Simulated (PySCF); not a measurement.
Core-level binding energies of furan

Furan, C4H4O.
Structure used (PBE0-D3(BJ)/def2-SVP), in Å, numbered top down from 1:
```
atom  x, y, z in Å
C1     0.8664   -0.1844   -0.5200
C2    -0.4564   -0.7286   -0.5618
C3    -1.1638   -0.0596    0.3917
O4    -0.3812    0.8492    1.0066
C5     0.8442    0.7709    0.4515
H6     1.7191   -0.4668   -1.1336
H7    -0.8294   -1.5145   -1.2148
H8    -2.1938   -0.1168    0.7341
H9     1.5949    1.4505    0.8464
```

Level of theory: delta-SCF UKS SCAN, pcX-2 on the ionised atom, pcseg-1 elsewhere, spin-free X2C in PySCF. These are vertical core ionisation energies against the vacuum level, from separate self-consistent calculations with and without the core hole.

**Question.** Give the core binding energies atom by atom.

**Answer.** 
```csv
atom(s),environment,level,binding energy (eV),above the level's lowest (eV),count
C1/C2,aromatic CH carbon,C 1s,290.57,0.00,2
C3/C5,aromatic CH next to a ring oxygen,C 1s,291.68,+1.11,2
O4,furan-type oxygen,O 1s,540.11,0.00,1
```

Lowest listed C 1s: C1/C2, bonded to 2 C (aromatic in the SMILES) and H. Highest, 1.11 eV above it: C3/C5, bonded to O (aromatic in the SMILES), C (aromatic in the SMILES) and H.

**Question.** Which photon energy gives electrons from O 1s of O4 a kinetic energy of 100 eV, and what is their de Broglie wavelength?

**Answer.** hν = 540.11 + 100 = 640.11 eV, recoil neglected; λ = 12.264 Å/√(E/eV) = 1.23 Å.

**Question.** Which effective nuclear charge Zeff reproduces each element's mean 1s value in the hydrogen-like formula E = 13.606 eV × Zeff²?

**Answer.** C (Z = 6): mean 291.1 eV, Zeff = 4.63, Z − Zeff = 1.37; O (Z = 8): mean 540.1 eV, Zeff = 6.30, Z − Zeff = 1.70. Means run over the listed sites, weighted by atom count.

The first atom of each set that the bonding makes equivalent was ionised and stands for the set. Geometry: PBE0-D3(BJ)/def2-SVP; no solvent, vibrations or thermal averaging.
